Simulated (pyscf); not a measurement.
5 gas-phase steps of one pattern: four-centre exchange on the singlet surface, F/Cl/Br/I–H, H–Zn broken and F/Cl/Br/I–Zn, H–H formed. Optimised with ωB97X-D3(BJ)/def2-SVP in PySCF. Electronic energies in kcal/mol, from the separated reactants; ΔE‡ and ΔE at ωB97M-D3(BJ)/def2-TZVP. Rows were drawn at random from the steps of this pattern with a verified saddle, stable references and no exit in the data more than 5 kcal/mol lower.

| row | step | ΔE | ΔE‡ |
|---|---|---|---|
| 1 | H₃C–CH₂–ZnH + HCl -> H₃C–CH₂–Zn–Cl + H₂ | -30.3 | 5.7 |
| 2 | ZnH₂ + HCl → Cl–ZnH + H₂ | -29.2 | ? |
| 3 | HO–ZnH + HCl -> HO–Zn–Cl + H₂ | -23.2 | 12.8 |
| 4 | HCl + Cl–ZnH → Cl–Zn–Cl + H₂ | -22.6 | 13.0 |
| 5 | H₃C–ZnH + HF → H₃C–Zn–F + H₂ | -16.7 | 7.8 |

Q: From a straight line through the complete rows, estimate the missing barrier and say how far the line can be trusted.

A: Over the 4 complete rows the means are -23.2 (ΔE) and 9.8 (ΔE‡); least squares gives b = 0.19 and a = 14.2 kcal/mol, with residuals of 3.0 kcal/mol (root mean square; largest 3.2, row 5). For row 2: 14.2 + 0.19 × (-29.2) = 8.7 kcal/mol. The computed barrier is 7.2 kcal/mol, 1.5 under the line. The scatter is large against the spread of the barriers, so the line says little here. Each barrier is that of the saddle found. Elements up to Kr have no core potential and no relativistic terms here.
